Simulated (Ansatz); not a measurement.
Mulliken charges of `C=C1N=C1O` from B3LYP/def2-TZVPP in Ansatz (PBE0-D4/def2-TZVP geometry).

```csv
atom,x (Å),y (Å),z (Å),charge (e)
C1,0.040,1.671,0.044,-0.249
C2,0.207,0.365,0.028,0.104
N3,1.178,-0.718,0.119,-0.217
C4,-0.056,-0.985,-0.043,0.161
O5,-0.865,-1.999,-0.174,-0.226
H6,0.886,2.334,0.170,0.106
H7,-0.948,2.094,-0.068,0.106
H8,-0.349,-2.819,-0.132,0.215
```

**Question.** By hand: the dipole of these point charges (1 e Å = 4.8032 D).

**Answer.** Σ q r = (-0.139, -0.066, -0.019) e Å, of length 0.155 e Å = 0.74 D.

**Question.** How does the dipole of the full density compare? (Best estimate.)

**Answer.** The calculation gave: (-0.235, -0.414, -0.041) e Å, 2.30 D; the point charges give 0.32 times that, at 35° from its direction.

Point charges leave out the atoms' own dipoles, such as those of lone pairs, and Mulliken's split depends on the basis, so the two needn't agree.

B3LYP here is the variant with VWN-RPA as its local correlation; programs differ in this.
